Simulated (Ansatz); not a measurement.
Structure relaxation of Mg2Be

The calculation used Ansatz, DFT PBE, scalar-relativistic, plane waves, PAW. Cutoff 420 eV, Γ-centred k mesh, Gaussian smearing, no spin polarisation in the final step.

Mg2Be was placed on the rutile structure type (P4_2/mnm, No. 136), with Be in place of Ti, Mg in place of O, at a guessed volume.

```
CELL_PARAMETERS angstrom
5.29156 0.00000 0.00000
0.00000 5.29156 0.00000
0.00000 0.00000 3.40830
ATOMIC_POSITIONS crystal
Mg 0.30600 0.30600 0.00000
Mg 0.19400 0.80600 0.50000
Mg 0.69400 0.69400 0.00000
Mg 0.80600 0.19400 0.50000
Be 0.00000 0.00000 0.00000
Be 0.50000 0.50000 0.50000
```

Steps on the 4×4×6 mesh (6 atoms). 12 of 13 steps are shown, and the free energy counts from the last. Trial steps that were taken back and renewals of the plane-wave basis can be among the rows.

| step | ΔF (meV/atom) | V (Å³/atom) | P (GPa) | largest force component (eV/Å) |
| --- | --- | --- | --- | --- |
| 1 | 391.3 | 15.91 | 20.38 | 0.663 |
| 2 | 179.7 | 18.08 | 9.52 | 0.309 |
| 3 | 88.2 | 20.07 | 3.39 | 0.117 |
| 4 | 59.5 | 21.32 | 0.47 | 0.015 |
| 5 | 49.1 | 21.51 | -0.48 | 0.008 |
| 6 | 40.5 | 21.25 | -0.70 | 0.002 |
| 8 | 16.0 | 20.56 | -0.99 | 0.088 |
| 9 | 15.8 | 19.82 | 1.02 | 0.106 |
| 10 | 13.7 | 20.24 | -0.06 | 0.003 |
| 11 | 1.9 | 20.24 | 0.74 | 0.003 |
| 12 | 0.0 | 20.63 | -0.04 | 0.012 |
| 13 | 0.0 | 20.63 | -0.05 | 0.012 |

Steps on the 6×6×14 mesh (6 atoms). 3 of 4 steps are shown, and the free energy counts from the last.

```json
{"step": "1", "ΔF (meV/atom)": "6.1", "V (Å³/atom)": "20.63", "P (GPa)": "0.12", "largest force component (eV/Å)": "0.002"}
{"step": "2", "ΔF (meV/atom)": "0.1", "V (Å³/atom)": "20.69", "P (GPa)": "0.12", "largest force component (eV/Å)": "0.007"}
{"step": "4", "ΔF (meV/atom)": "0.0", "V (Å³/atom)": "20.76", "P (GPa)": "0.00", "largest force component (eV/Å)": "0.001"}
```

A final relaxation ran on a 6×6×14 mesh. The relaxed crystal, P4_2/mnm (No. 136):

```
Mg Be
1.0
     6.48896    0.00000    0.00000
     0.00000    6.48896    0.00000
     0.00000    0.00000    2.95878
Mg Be
4 2
Cartesian
  1.7698 1.7698 0.0000
  1.4747 5.0143 1.4794
  4.7192 4.7192 0.0000
  5.0143 1.4747 1.4794
  0.0000 0.0000 0.0000
  3.2445 3.2445 1.4794
```

For Mg2Be, the volume per atom is 20.76 Å³, the density is 1.54 g/cm³ and the energy over the elements is 0.44 eV/atom. The gap on the 6×6×14 mesh is 0 eV (a metal).

Energies over the elements count from the elements' standard structures at the same level, with no empirical corrections.

The final run used a 6×6×14 mesh on its 6-atom cell and 0.10 eV smearing. The k mesh leaves about 4 meV/atom of noise in metals.

A structure relaxed within its symmetry needn't be a true minimum.

Cost: 3 runs of about 1.7 core-minutes in all, on Arm Neoverse V2 (shared hosts).